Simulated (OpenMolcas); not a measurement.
# AlNH4 (SMILES [NH2][AlH2]) at 6 levels

Wanted: a comparison of 6 runs (B2PLYP/STO-3G, PBE/STO-3G, SVWN5/STO-3G, UB3LYP/STO-3G, ACPF/STO-3G, CCSD(T)/STO-3G) of AlNH4. 

The results are computed with OpenMolcas 26.06.

4 further runs of the same task are left out: 4 set aside as unsound or not needed.

## 1. Starting point

The species is AlNH4 (6 atoms), meant as a singlet with charge 0. As SMILES, `[NH2][AlH2]`. The N1–H3 distance was set to 1.775 Å, away from the relaxed value. At this shape a bond of the SMILES string is far longer than usual.

Bond lengths: N1–Al2 1.774 Å, N1–H4 1.015 Å, Al2–H5 1.541 Å, Al2–H6 1.541 Å. Angles: N1–Al2–H5 122.2°, N1–Al2–H6 121.7°, Al2–N1–H4 125.8°, H5–Al2–H6 116.2°. A long bond or contact: N1–H3 1.775 Å.

## 2. The energy at B2PLYP/STO-3G (run 1)

struct.xyz

```xyz
6

N     -0.350453    -0.465220     0.521338
Al    -0.407813     1.300980     0.362948
H      0.544950    -1.604770    -0.502640
H     -0.833633    -1.013780     1.225458
H     -0.290013     2.006550    -1.002302
H     -0.581813     2.218190     1.589498
```

mol.input

```
>>> EXPORT MOLCAS_PRINT=2
&gateway
baslib = $CurrDir
coord = struct.xyz
basis = STO-3G
group = NoSym
&seward
gridinput
Grid=UltraFine
End of Grid
&scf
ksdft = B2PLYP_SCF
thresholds = 1e-10 1e-07 1e-07 1e-05
prorbitals = 1 1
&mbpt2
frozen = 6
```

The basis set STO-3G is read from a file made from the Basis Set Exchange's data (not shown).

Command:

```
$ export MOLCAS_MEM=1860
$ pymolcas mol.input > mol.log
```

The program printed:

```text
--- Start Module: gateway ---
[...]
--- Stop Module: gateway /rc=_RC_ALL_IS_WELL_ ---
[...]
      Basis functions           18
[...]
--- Start Module: scf ---
[...]
       Convergence after  12 Iterations
[...]
::    Total KS-DFT energy                            -295.4914623027
[...]
      Total spin, S                                     0.0000000000
[...]
      Total electronic charge=   24.000000
      Total            charge=   -0.000000
[...]
      Dipole Moment (debye):
      Origin of the operator (angstrom)=   -0.3794    0.6710    0.4090
                   X= -2.7080E-01               Y= -3.3842E-01               Z=  4.2827E-01           Total=  6.0933E-01
      Quadrupole Moment (debye*angstrom):
[...]
--- Stop Module: scf /rc=_RC_ALL_IS_WELL_ ---
[...]
--- Start Module: mbpt2 ---
[...]
 ###    WARNING: MP2 implementation intended for RHF references only         ###
 ###############################################################################
MBPT2 WARNING: Reference function according to RunFile:KS-DFT
I'll assume you know what you're doing and continue
WARNING!
Default frozen orbitals as non valence orbitals is overwritten by user input.
Default values:   3
[...]
       Reference weight ( Cref**2 )         =        0.87385
::    Total MBPT2 energy                             -295.6526779312
[...]
      Total MBPT2 calculations                           0.09      0.11
--- Stop Module: mbpt2 /rc=_RC_ALL_IS_WELL_ ---
[...]
```

Wall time 8.4 s (1 thread of Intel Xeon Platinum 8259CL at 2.50GHz (Skylake/Cascade Lake), shared host); peak memory 0.37 GiB.

## 3. A single-point energy at PBE/STO-3G (run 2)

struct.xyz is that of step 2.

mol.inp

```
* AlH4N Kohn-Sham DFT

&GATEWAY
 BasLib=$CurrDir
 Coord=struct.xyz
 Basis=STO-3G
 Group=NoSym

&SEWARD
 GridInput
 Grid=UltraFine
 End of Grid

&SCF
 KSDFT=PBE
 Thresholds=1e-10 1e-07 1e-07 1e-05
 PrOrbitals=1 1
```

The basis set STO-3G is read from a file made from the Basis Set Exchange's data (not shown).

Command:

```
$ export MOLCAS_MEM=1860
$ pymolcas mol.inp > mol.log
```

The program printed:

```text
--- Start Module: gateway ---
[...]
--- Stop Module: gateway /rc=_RC_ALL_IS_WELL_ ---
--- Start Module: seward ---
[...]
      Basis functions           18
--- Stop Module: seward /rc=_RC_ALL_IS_WELL_ ---
[...]
--- Start Module: scf ---
[...]
       Convergence after  17 Iterations
[...]
::    Total KS-DFT energy                            -295.5516175776
[...]
      Total spin, S                                     0.0000000000
[...]
      Total electronic charge=   24.000000
      Total            charge=   -0.000000
[...]
      Dipole Moment (debye):
      Origin of the operator (angstrom)=   -0.3794    0.6710    0.4090
                   X= -2.1619E-01               Y= -7.9765E-01               Z=  4.4192E-01           Total=  9.3716E-01
      Quadrupole Moment (debye*angstrom):
[...]
--- Stop Module: scf /rc=_RC_ALL_IS_WELL_ ---
[...]
```

It took 8.1 s on 1 thread of Intel Xeon Platinum 8259CL at 2.50GHz (Skylake/Cascade Lake), shared host; peak memory 0.37 GiB.

Runs 3 to 4 aren't shown in full; the table further down has their settings and results.

## 4. A single-point energy at ACPF/STO-3G (run 5)

struct.xyz is that of step 3.

mol.inp

```
&GATEWAY
  BasLib = $CurrDir
  Coord = struct.xyz
  Basis = STO-3G
  Group = NoSym

&SEWARD

&SCF
  Thresholds = 1e-10 1e-07 1e-07 1e-05
  PrOrbitals = 1 1

&MOTRA
  Frozen = 6

&GUGA
  Electrons = 12
  Spin = 1
  Inactive = 6
  Active = 0
  CIAll = 1

&CPF
  ACPF
```

The basis set STO-3G is read from a file made from the Basis Set Exchange's data (not shown).

Command:

```
$ export MOLCAS_MEM=1860
$ pymolcas mol.inp > mol.log
```

The program printed:

```text
--- Start Module: gateway ---
[...]
--- Stop Module: gateway /rc=_RC_ALL_IS_WELL_ ---
[...]
      Basis functions           18
[...]
       Convergence after  13 Iterations
[...]
::    Total SCF energy                               -294.8762917402
[...]
      Total spin, S                                     0.0000000000
[...]
      *** WARNING: Default frozen orbitals is overwritten by user input.
      *** Default values:   3
[...]
--- Start Module: guga ---
[...]
--- Stop Module: guga /rc=_RC_ALL_IS_WELL_ ---
--- Start Module: cpf ---
[...]
      Active orbitals                            0       0
[...]
      Spin quantum number                      0.0
[...]
     FINAL ACPF ENERGY        -295.05818964
     FINAL CORRELATION ENERGY   -0.18189790  REFERENCE ENERGY    -294.87629174
[...]
      Title:  ACPF natural orbitals
[...]
      Total electronic charge=   24.000000
      Total            charge=   -0.000000
[...]
      Dipole Moment (debye):
      Origin of the operator (angstrom)=   -0.3794    0.6710    0.4090
                   X= -1.0658E+00               Y= -1.3193E-01               Z=  6.8793E-01           Total=  1.2754E+00
      Quadrupole Moment (debye*angstrom):
[...]
--- Stop Module: cpf /rc=_RC_ALL_IS_WELL_ ---
[...]
```

It took 3.3 s on 1 thread of Intel Xeon Platinum 8259CL at 2.50GHz (Skylake/Cascade Lake), shared host; peak memory 0.37 GiB.

## 5. A single-point energy at CCSD(T)/STO-3G (run 6)

struct.xyz is that of step 4.

mol.input

```
* AlH4N CCSD(T)

&GATEWAY
  BasLib = $CurrDir
  Coord = struct.xyz
  Basis = STO-3G
  Group = NoSym

&SEWARD

&SCF
  Thresholds = 1e-10 1e-07 1e-07 1e-05
  PrOrbitals = 1 1

&RASSCF
  FileOrb = $Project.ScfOrb
  Spin = 1
  Nactel = 0 0 0
  Inactive = 12
  Ras2 = 0
  OutOrbitals = Canonical
  OrbListing = Nothing

&MOTRA
  JobIph
  Frozen = 6

&CCSDT
  CCT
  Triples = 2
  Iterations = 80
  Accuracy = 1e-08
  Extrapolation = 5 4
```

The basis set STO-3G is read from a file made from the Basis Set Exchange's data (not shown).

Command:

```
$ export MOLCAS_MEM=1860
$ pymolcas mol.input > mol.log
```

The program printed:

```text
--- Start Module: gateway ---
[...]
--- Stop Module: gateway /rc=_RC_ALL_IS_WELL_ ---
[...]
      Basis functions           18
[...]
       Convergence after  13 Iterations
[...]
::    Total SCF energy                               -294.8762917402
[...]
      Total spin, S                                     0.0000000000
[...]
      Number of active orbitals                  0
[...]
      Spin quantum number                      0.0
[...]
      Active orbitals                            0
[...]
      Number of CSFs                             1
[...]
      Number of root(s) required                 1
[...]
      Convergence after  4 iterations
[...]
      Natural orbitals and occupation numbers for root  1
      ************************************************************************************************************************
      *                                                    Final results                                                     *
      ************************************************************************************************************************
[...]
::    RASSCF root number  1 Total energy:   -294.87629174
[...]
      Total electronic charge=   24.000000
      Total            charge=   -0.000000
[...]
      Dipole Moment (debye):
      Origin of the operator (angstrom)=   -0.3794    0.6710    0.4090
                   X= -3.2815E-01               Y= -4.0449E-03               Z=  4.5489E-01           Total=  5.6092E-01
      Quadrupole Moment (debye*angstrom):
[...]
--- Start Module: motra ---
[...]
      *** WARNING: Default frozen orbitals is overwritten by user input.
      *** Default values:   3
[...]
--- Stop Module: motra /rc=_RC_ALL_IS_WELL_ ---
--- Start Module: ccsdt ---
[...]
      Convergence after                    23  Iterations
      Total energy (diff) :    -295.04309696       0.00000000
[...]
 METHOD                       : CCSD+T(CCSD)+<T3(1)WT1> = CCSD(T)
[...]
       CCSD     =      -295.0430969580949
[...]
--- Stop Module: ccsdt /rc=_RC_ALL_IS_WELL_ ---
[...]
```

Run time: 3.9 s. Hardware: 1 thread of Intel Xeon Platinum 8259CL at 2.50GHz (Skylake/Cascade Lake), shared host; peak memory 0.37 GiB.

## 6. Overview of the runs

```tsv
run	level	frozen core orbitals	scramble	energy (Eh)	dipole moment (D) of the reference	HOMO energy (eV)	LUMO energy (eV)	wall time
1	B2PLYP/STO-3G	6	–	-295.534991	0.61	-4.85	3.22	8.4 s
2	PBE/STO-3G	–	–	-295.551618	0.94	-1.68	0.12	8.1 s
3	SVWN5/STO-3G	–	–	-294.191957	1.07	-1.56	0.29	7.2 s
4	UB3LYP/STO-3G	–	0.25	-295.779106	0.78	-3.07	1.08	23 s
5	ACPF/STO-3G	6	–	-295.058190	0.56	-7.51	6.27	3.3 s
6	CCSD(T)/STO-3G	6	–	-295.046166	0.56	-7.51	6.27	3.9 s
```

## 7. Outcome

| quantity | value |
| --- | --- |
| run 6: total energy | -295.04617 Eh |
| run 6: dipole moment (mean-field density) | 0.56 D |
| run 6: HOMO energy (Hartree–Fock orbitals) | -7.51 eV |
| run 6: LUMO energy (Hartree–Fock orbitals) | 6.27 eV |
| run 6: HOMO–LUMO gap (Hartree–Fock orbitals) | 13.79 eV |
| run 6: correlation energy (6 core orbitals frozen) | -169.9 mEh |
| run 6: (T) correction | -3.07 mEh |

In words: Over runs 1, 2, 3, 4 the dipole moment (its size) runs from 0.61 D (B2PLYP/STO-3G) to 1.07 D (SVWN5/STO-3G). A double hybrid's value is that of its SCF part. Over runs 1, 2, 3, 4 the HOMO–LUMO gap runs from 1.80 eV (PBE/STO-3G) to 8.06 eV (B2PLYP/STO-3G). For B2PLYP the log adds the whole second-order term; the table takes 0.27 of it, as the functional is defined. Totals of different functionals can't be ranked against each other. In runs 1, 2, 3, 4, 5, 6 the basis is minimal, so the values are rough. All runs together took 53 s, the longest 23 s.
